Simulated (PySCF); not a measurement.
Orbital picture of NaH

BHandHLYP at R = 1.893 Å; basis Na def2-SVP, H def2-SVP; no relativity; PySCF 2.14. State: ¹Σ⁺ (singlet), closed shell. Only the outer orbitals are listed, counted within each symmetry.

```json
{"orbital": "1π", "occ.": "2", "ε (eV)": "-35.32", "on Na (%)": "100", "main shells (%)": "100 Na p"}
{"orbital": "1π", "occ.": "2", "ε (eV)": "-35.32", "on Na (%)": "100", "main shells (%)": "100 Na p"}
{"orbital": "3σ", "occ.": "2", "ε (eV)": "-35.24", "on Na (%)": "100", "main shells (%)": "100 Na p"}
{"orbital": "4σ", "occ.": "2", "ε (eV)": "-6.01", "on Na (%)": "35", "main shells (%)": "65 H s, 27 Na s"}
{"orbital": "5σ", "occ.": "0", "ε (eV)": "-0.87", "on Na (%)": "94", "main shells (%)": "56 Na s, 38 Na p"}
{"orbital": "2π", "occ.": "0", "ε (eV)": "1.00", "on Na (%)": "100", "main shells (%)": "100 Na p"}
{"orbital": "2π", "occ.": "0", "ε (eV)": "1.00", "on Na (%)": "100", "main shells (%)": "100 Na p"}
```

Which are the highest filled and the lowest empty level, where do they sit, and how wide is the gap?

Highest filled 4σ at -6.01 eV (in %: 65 H s, 27 Na s); lowest empty 5σ at -0.87 eV (in %: 56 Na s, 38 Na p); the gap at BHandHLYP is 5.14 eV.

```json
{
  "bond order (Mayer)": "0.91",
  "⟨S²⟩": "0.000",
  "charge on Na (Mulliken, basis-dependent)": "0.30",
  "charge on Na (Löwdin, basis-dependent)": "0.22",
  "dipole moment (positive dipole means Na(−)H(+))": "-6.44 D"
}
```
